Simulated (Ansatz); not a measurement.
# CH2AlN: ionisation energy by level of theory

One table from this session's results is given with a row withheld; the runs are named, their logs left out.

The runs use Ansatz 0.2.0, Gaussian basis; unrestricted cation, the program's frozen cores in correlated methods.

Plan: UKS PBE-D4/def2-TZVPP; UKS r2SCAN-D4/def2-TZVPP; UKS PBE0-D4/def2-TZVPP; UKS B3LYP-D4/def2-TZVPP; UKS wB97X-V/def2-TZVPP; UKS wB97M-V/def2-TZVPP; UKS B2PLYP/def2-TZVPP; UHF-CCSD(T)/def2-TZVPP; UHF-MP2/def2-QZVPP; extrapolation to the limit; then −ε(HOMO) from the neutral's earlier runs with LDA (SPW92), PBE-D4, revPBE-D4, BLYP-D4, r2SCAN-D4, B97M-V, PBE0-D4, B3LYP-D4, r2SCANh-D4, r2SCAN0-D4, HSE06-D4, BHLYP-D4, CAM-B3LYP-D4, LC-ωPBE, ωB97X-V, ωB97M-V.

2 further runs of the same task are left out: 2 that didn't finish.

### The relaxed structure

All runs share one geometry, relaxed beforehand with PBE0-D4 in a triple-zeta def2 set.

SMILES `[CH]1=[N][AlH]1`, 5 atoms, charge 0, spin multiplicity 1.

Atoms are counted from 1 here; the program's logs count them from 0.

Bond lengths: C1–N2 1.290 Å, C1–Al3 1.834 Å, C1–H4 1.098 Å, N2–Al3 1.835 Å, Al3–H5 1.563 Å. Angles: N2–C1–Al3 69.4°, N2–C1–H4 125.9°, Al3–C1–H4 164.6°, C1–N2–Al3 69.4°, C1–Al3–N2 41.2°, C1–Al3–H5 175.1°, N2–Al3–H5 143.8°.

Set-up of the first run:

Input file in.yaml:

```yaml
crystal:
  periodic: [false, false, false]
  atoms:
    - {symbol: C, position_ang: [-0.629699, -0.698916, -0.035185]}
    - {symbol: N, position_ang: [0.170209, -0.598846, 0.971666]}
    - {symbol: Al, position_ang: [0.506991, 0.724001, -0.254678]}
    - {symbol: H, position_ang: [-1.411163, -1.459867, -0.163944]}
    - {symbol: H, position_ang: [1.413562, 1.959930, -0.559259]}
basis:
  gaussian: {orbitals: def2-TZVPP}
total_charge: 1
magnetization: {spin_polarized: true, initial_magnetization: 1}
hamiltonian: {xc: pbe, dispersion: d4}
```

On the command line:

```console
$ ansatz run in.yaml --threads 2 --pin off --events-out ev --progress --plain --max-ram 4352MiB
```

Among the steps run: Cation, UKS PBE-D4/def2-TZVPP; Cation, UKS r2SCAN-D4/def2-TZVPP; Cation, UKS PBE0-D4/def2-TZVPP; Cation, UKS B3LYP-D4/def2-TZVPP; Cation, UKS wB97X-V/def2-TZVPP; Cation, UKS wB97M-V/def2-TZVPP; Cation, UKS B2PLYP (frozen core)/def2-TZVPP; Cation, UHF-CCSD(T)/def2-TZVPP; Cation, UHF-MP2/def2-QZVPP.

One table of the session follows, with a row left open; its other results are not shown here.

Orbital estimates, from the neutral's runs:

```
  functional  −ε(HOMO) (eV)
 LDA (SPW92)           4.63
      PBE-D4           4.49
   revPBE-D4           4.44
     BLYP-D4           4.37
   r2SCAN-D4           4.65
      B97M-V           4.70
     PBE0-D4              ?
    B3LYP-D4           5.41
  r2SCANh-D4           5.06
  r2SCAN0-D4           5.71
    HSE06-D4           5.20
    BHLYP-D4           6.65
CAM-B3LYP-D4           6.89
     LC-ωPBE           8.14
     ωB97X-V           7.83
     ωB97M-V           7.73
```

Q: Estimate the row for PBE0-D4 from the others.

The run gave: −ε(HOMO) (eV): 5.59. In the column «−ε(HOMO) (eV)» it lies between B3LYP-D4 (5.41) and r2SCAN0-D4 (5.71).
